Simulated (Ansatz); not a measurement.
# C2H2N2: the cost of one run

Method: the levels named in each step, in Ansatz 0.2.0.

## 1. Starting point

Bond lengths: C1–N2 1.139 Å, C3–N4 1.137 Å, C1–H5 1.059 Å, C3–H6 1.057 Å. Angles: N2–C1–H5 180.0°, N4–C3–H6 180.0°.

Structure file:

```xyz
6

C     0.0000    0.0000   -2.1699
N     0.0000    0.0000   -3.3085
C     0.0000    0.0000    2.2231
N     0.0000    0.0000    1.0864
H     0.0000    0.0000   -1.1108
H     0.0000    0.0000    3.2798
```

## 2. A rough first relaxation, PBE-D4/def2-SVP

Contents of input.yaml:

```yaml
crystal:
  periodic: [false, false, false]
  atoms:
    - { symbol: C, position_ang: [0.0, 0.0, -2.16992] }
    - { symbol: "N", position_ang: [0.0, 0.0, -3.30846] }
    - { symbol: C, position_ang: [0.0, 0.0, 2.22305] }
    - { symbol: "N", position_ang: [0.0, 0.0, 1.08637] }
    - { symbol: H, position_ang: [0.0, 0.0, -1.11083] }
    - { symbol: H, position_ang: [0.0, 0.0, 3.27979] }
basis:
  gaussian: { orbitals: def2-SVP }
hamiltonian:
  xc: pbe
  dispersion: d4
relax:
  f_tol: 0.03
  max_steps: 200
```

Command:

```sh
$ ansatz run input.yaml --threads 4 --pin off --max-ram 10240MiB --backend cpu --events-out ev --progress --plain --runs-dir out
```

**Question.** How long does this run take on 4 threads of AMD EPYC (Zen 3), shared host, and how much memory does it need?

About 6.3 s, with a peak of 0.12 GiB.
